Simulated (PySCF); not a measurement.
Below is a simulated gas-phase C 1s photoelectron spectrum of `CC(C)Cl`.

Every computed line was given a Gaussian of 0.5 eV full width at half maximum and an area set by the number of equivalent atoms; the highest printed point is 100. Level of theory: delta-SCF UKS SCAN, pcX-2 on the ionised atom, pcseg-1 elsewhere, spin-free X2C in PySCF.

```tsv
binding energy (eV)	intensity
290.4	1
290.5	3
290.6	11
290.7	26
290.8	51
290.9	79
291.0	99
291.1	100
291.2	81
291.3	52
291.4	27
291.5	11
291.6	4
291.7	1
291.8	2
291.9	5
292.0	13
292.1	25
292.2	40
292.3	50
292.4	50
292.5	40
292.6	26
292.7	13
292.8	6
292.9	2
293.0	0
293.1	0
```

Task: Count the maxima, the lines and the sites behind this envelope.

Result: The curve has 2 maxima (at 291.0 and 292.3 eV). Under it lie 2 lines from 2 inequivalent carbon sites.

Task: Decompose the envelope and assign each component. Numbering: `[CH3:1][CH:2]([CH3:3])[Cl:4]`.

Result: 
```json
{"position (eV)": "291.05", "relative area": "2", "line": "C 1s", "atoms": "C1/C3", "environment": "methyl carbon"}
{"position (eV)": "292.35", "relative area": "1", "line": "C 1s", "atoms": "C2", "environment": "sp3 C–Cl carbon"}
```

Task: What are the centre and the root-mean-square width of the whole band?

Result: The area-weighted mean of the lines is 291.49 eV. Their own spread about it is 0.61 eV (rms) and each Gaussian has σ = 0.5/2.355 = 0.21 eV; the variances add, which gives 0.65 eV.

The listed C 1s values span 1.30 eV, from C1/C3 (bonded to C and 3 H) to C2 (bonded to Cl, 2 C and H). Summing the Pauling electronegativity differences to the bonded atoms, each weighted by its formal bond order, gives -1.05 for the lowest site and +0.26 for the highest.

No satellites, vibrations or lifetime broadening are included. The first atom of each set that the bonding makes equivalent was ionised and stands for the set. Isolated species at its PBE0-D3(BJ)/def2-SVP geometry, gas phase.
